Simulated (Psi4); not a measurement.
Process, species as SMILES: N#P (N-P) + 3 [H][H] (H2) → N (NH3) + P (PH3)
B3LYP-D3(BJ)/def2-TZVP geometries, fixed; electronic energies without zero-point terms.

Effect of the treatment of two-electron integrals at B3LYP/cc-pV(T+d)Z with Psi4, against the last row, where the energy of full hydrogenation is -67.74 kcal/mol.

```tsv
setting	largest shift of a total energy (mEh)	shift of the energy of full hydrogenation (kcal/mol)
scf_type: df	0.030	-0.031
scf_type: cd	-0.029	0.003
scf_type: pk	0.000	0.000
```

Within 0.02 kcal/mol in the energy of full hydrogenation: scf_type: cd. The largest shift is 0.030 mEh in a total energy and 0.031 kcal/mol in the difference.
